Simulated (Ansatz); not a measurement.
This script for a single point in a Gaussian basis of C2H5FO, SMILES CC(O)F with Ansatz 0.2.0 through its Python package holds a mistake.

`c2h5fo_energy.py`
```python
"""Single point of C2H5FO."""

import ansatz as az

c2h5fo = (
    az.Crystal.molecule()
    .atom("C", (-0.7368, -0.0827, -0.6275))
    .atom("C", (0.4188, 0.3019, 0.1976))
    .atom("O", (0.2885, -0.2858, 1.4597))
    .atom("F", (1.606, -0.2245, -0.3637))
    .atom("H", (-0.8907, -1.131, -0.749))
    .atom("H", (-1.7021, 0.3603, -0.1811))
    .atom("H", (-0.6598, 0.3767, -1.6436))
    .atom("H", (0.6039, 1.4009, 0.2931))
    .atom("H", (1.1607, -0.7621, 1.5975))
)

setup = c2h5fo.calculation()
setup = setup.basis(gaussian="def2-TZVP")
setup = setup.functional("pbe0")
print(setup.to_yaml())
rep = setup.session().plan(threads=1).execute().report

print(f"E = {rep['free_energy']:.6f} eV = {rep['free_energy_ev'] / 27.211386246:.7f} Ha")
print("converged:", rep["converged"], " doubts:", rep["published_state_doubts"] or "none")

field = rep["mean_field"]
print("<S^2> =", round(abs(field["state"]["spin_squared"]), 4), " relativity:", field["relativity"])
print("passes:", field["passes"])
if "symmetry" in field:
    print("occupied orbitals by irrep:", field["symmetry"]["occupied"])
```

`python c2h5fo_energy.py` gives:
```text
crystal:
  periodic: [false, false, false]
  atoms:
    - { symbol: C, position_ang: [-0.7368, -0.0827, -0.6275] }
    - { symbol: C, position_ang: [0.4188, 0.3019, 0.1976] }
    - { symbol: O, position_ang: [0.2885, -0.2858, 1.4597] }
    - { symbol: F, position_ang: [1.606, -0.2245, -0.3637] }
    - { symbol: H, position_ang: [-0.8907, -1.131, -0.749] }
    - { symbol: H, position_ang: [-1.7021, 0.3603, -0.1811] }
    - { symbol: H, position_ang: [-0.6598, 0.3767, -1.6436] }
    - { symbol: H, position_ang: [0.6039, 1.4009, 0.2931] }
    - { symbol: H, position_ang: [1.1607, -0.7621, 1.5975] }
basis:
  gaussian:
    orbitals: def2-TZVP
hamiltonian:
  xc: pbe0

Traceback (most recent call last):
  File "c2h5fo_energy.py", line 24, in <module>
    print(f"E = {rep['free_energy']:.6f} eV = {rep['free_energy_ev'] / 27.211386246:.7f} Ha")
                 ~~~^^^^^^^^^^^^^^^
KeyError: 'free_energy'
```

What is wrong, and how is it mended?

The fault: the report has no such key (the free energy stands under free_energy_ev). The correction:

```diff
--- before
+++ after
@@ -23,3 +23,3 @@
 
-print(f"E = {rep['free_energy']:.6f} eV = {rep['free_energy_ev'] / 27.211386246:.7f} Ha")
+print(f"E = {rep['free_energy_ev']:.6f} eV = {rep['free_energy_ev'] / 27.211386246:.7f} Ha")
 print("converged:", rep["converged"], " doubts:", rep["published_state_doubts"] or "none")
```

After the fix:

Output of `python c2h5fo_energy.py`:
```text
crystal:
  periodic: [false, false, false]
  atoms:
    - { symbol: C, position_ang: [-0.7368, -0.0827, -0.6275] }
    - { symbol: C, position_ang: [0.4188, 0.3019, 0.1976] }
    - { symbol: O, position_ang: [0.2885, -0.2858, 1.4597] }
    - { symbol: F, position_ang: [1.606, -0.2245, -0.3637] }
    - { symbol: H, position_ang: [-0.8907, -1.131, -0.749] }
    - { symbol: H, position_ang: [-1.7021, 0.3603, -0.1811] }
    - { symbol: H, position_ang: [-0.6598, 0.3767, -1.6436] }
    - { symbol: H, position_ang: [0.6039, 1.4009, 0.2931] }
    - { symbol: H, position_ang: [1.1607, -0.7621, 1.5975] }
basis:
  gaussian:
    orbitals: def2-TZVP
hamiltonian:
  xc: pbe0

E = -6914.903174 eV = -254.1180046 Ha
converged: True  doubts: none
<S^2> = 0.0  relativity: none
passes: {'evaluations': 14, 'products': 12}
occupied orbitals by irrep: [{'A': 17}, {'A': 17}]
```

Reading the output:
- Total energies depend on the basis set; only differences at equal settings carry meaning.
- The geometry is a force-field or estimated start, not a minimum of this method, and the basis set is short of its limit.
- The whole script took 3.9 s on 1 thread of Arm Neoverse V2, on a shared host, peak memory 0.31 GiB.

(A comment or docstring line of the script was reworded after the run, the code is as it ran; lines on the test bed's own set-up are left out of the output.)
